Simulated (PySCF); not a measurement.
# Solvent effects on NMR parameters

Cartesian coordinates in Å; atom numbers follow the order of the lines, from 1:
```xyz
8

O     0.518   -1.564   -0.554
C     0.670   -0.652    0.219
C    -0.202    0.568    0.161
O    -1.136    0.482   -0.850
H     1.462   -0.673    1.006
H     0.470    1.446    0.047
H    -0.669    0.685    1.163
H    -0.976   -0.377   -1.275
```

GIAO PBE0/pcSseg-1 in PySCF 2.14 on one PBE0-D3(BJ)/def2-SVP conformer, non-relativistic, equivalent nuclei averaged. Solvents enter as an IEF-PCM continuum (cyclohexane with ε = 2.0, dimethylsulfoxide with ε = 46.8) around the gas-phase geometry. Shifts are referred to TMS computed in the same medium.

Gas phase, δ in ppm: C2 207.5, C3 73.1, H5 9.73, H6/H7 4.37, H8 3.00. Dipole moment 2.54 D.

(1) How does each δ change in the continuum?

(2) Which nuclei move most (in ppm), and what does the model miss?

Results:

(1) 
```json
{"atoms": "C2", "environment": "aldehyde carbonyl carbon", "Δδ, cyclohexane": "+2.7", "Δδ, dimethylsulfoxide": "+6.9"}
{"atoms": "C3", "environment": "sp3 CH2 bonded to O, α to a carbonyl", "Δδ, cyclohexane": "+0.1", "Δδ, dimethylsulfoxide": "+0.5"}
{"atoms": "H5", "environment": "hydrogen on an aldehyde carbonyl carbon", "Δδ, cyclohexane": "+0.03", "Δδ, dimethylsulfoxide": "+0.08"}
{"atoms": "H6/H7", "environment": "hydrogen on an sp3 CH2 bonded to O, α to a carbonyl", "Δδ, cyclohexane": "+0.10", "Δδ, dimethylsulfoxide": "+0.26"}
{"atoms": "H8", "environment": "hydrogen on an alcohol oxygen", "Δδ, cyclohexane": "+0.09", "Δδ, dimethylsulfoxide": "+0.20"}
```

Changes are relative to the gas phase. The dipole moment becomes 2.83 D in cyclohexane, 3.28 D in dimethylsulfoxide.

(2) C2 (aldehyde carbonyl carbon, +6.9 ppm) in dimethylsulfoxide. A continuum only polarises the solute; specific hydrogen bonds, the anisotropy of aromatic solvents and changes of geometry or conformer are outside it.
